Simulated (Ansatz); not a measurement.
Species: C₄H₈, charge 0, singlet. C4H8 (SMILES C=C(C)C).
B3LYP-D3(BJ)/def2-TZVP minimum from Ansatz (an electronic-structure program):
```xyz
12

C      0.0065     0.0014     1.4542
C      0.0006     0.0001     0.1241
H      0.0048     0.9250     2.0197
H      0.0131    -0.9212     2.0214
C     -0.0087     1.2699    -0.6778
H     -0.0098     2.1526    -0.0389
H      0.8653     1.3203    -1.3345
H     -0.8890     1.3125    -1.3267
C      0.0027    -1.2712    -0.6754
H      0.0095    -2.1526    -0.0350
H     -0.8771    -1.3229    -1.3243
H      0.8771    -1.3150    -1.3320
```

Total energies in cc-pVDZ, 24 correlated electrons, 4 frozen orbitals. Open shells are spin-unrestricted; no spin-orbit coupling. Correlated methods leave the cores frozen. No relativity.

| method | program | energy (Eh) | minus CCSDT(Q) (mEh) |
|---|---|---|---|
| HF | Ansatz | -156.12410 | 637.47 |
| MP2 | Ansatz | -156.68558 | 75.99 |
| CCSD | Ansatz | -156.73967 | 21.90 |
| CCSD(T) | Ansatz | -156.75940 | 2.17 |
| CCSDT(Q) | Ansatz | -156.76157 | 0.00 |

Rough core times of Ansatz's runs on a shared machine: CCSD(T) under 20 s, CCSDT(Q) 7 min.
